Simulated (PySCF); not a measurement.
Calculation: PBE-D3(BJ)/def2-TZVP // PBE0-D3(BJ)/def2-TZVP (PySCF). Isolated molecules, 0 K electronic values unless said otherwise. 

Reference species (SMILES): `[NH2+]` (lower triplet) (charge +1, multiplicity 3).

- highest occupied spin orbital = -18.93 eV

Changed species: `C#C[NH+]` (lower triplet) (X = ethynyl, multiplicity 3; the reference has X = H, multiplicity 3).

Problem. What does the change do to the highest occupied spin orbital?

Solution. the highest occupied spin orbital goes up by 4.99 eV, to -13.94 eV.
